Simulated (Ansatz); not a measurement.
Total energies of `C/C=C/CF`.

```csv
atom,x (Å),y (Å),z (Å)
C1,-1.576,-0.798,0.827
C2,-0.640,0.099,0.094
C3,0.653,-0.135,-0.076
C4,1.594,0.755,-0.806
F5,0.966,1.878,-1.300
H6,-1.067,-1.682,1.215
H7,-2.042,-0.275,1.668
H8,-2.391,-1.130,0.176
H9,-1.058,1.009,-0.329
H10,1.106,-1.037,0.333
H11,2.050,0.228,-1.654
H12,2.405,1.089,-0.146
```

The species carries charge 0 and has multiplicity 1. The structure was optimised at the PBE0-D4/def2-TZVP level. It is one conformer, not always the lowest. Basis def2-TZVPP, Ansatz.

RPA on PBE orbitals: Hartree–Fock energy of these orbitals -255.01451 Eh, correlation -1.48986 Eh (frozen core).

```tsv
functional	energy without D4 (Eh)	D4 term (kJ/mol)
LDA (SPW92)	-254.44023	–
PBE	-256.24456	-18.3
revPBE	-256.47640	-65.8
BLYP	-256.46819	-41.3
r2SCAN	-256.41719	-4.7
r2SCANh	-256.40579	-4.9
HSE06 (plane-wave form)	-256.25448	-14.0
BHLYP	-256.42268	-19.6
CAM-B3LYP	-256.44611	-15.1
LC-ωPBE	-256.40155	–
```

(1) Give the same for B97M-V, PBE0, B3LYP, r2SCAN0, ωB97X-V, ωB97M-V, B2PLYP, PBE-QIDH. (Best estimate.)

B3LYP takes the VWN-RPA correlation (the form of Gaussian; ORCA's B3LYP/G). HSE06 is the plane-wave form, built on full-range PBE exchange. The double hybrids freeze the cores in their second-order part.

Results:

(1) Ansatz gave: 
```tsv
functional	energy without D4 (Eh)	D4 term (kJ/mol)
B97M-V	-256.52688	–
PBE0	-256.26815	-15.2
B3LYP	-256.56906	-29.0
r2SCAN0	-256.38978	-5.3
ωB97X-V	-256.47911	–
ωB97M-V	-256.44856	–
B2PLYP	-256.35669	–
PBE-QIDH	-256.23194	–
```

LC-ωPBE has ω = 0.4 bohr⁻¹.
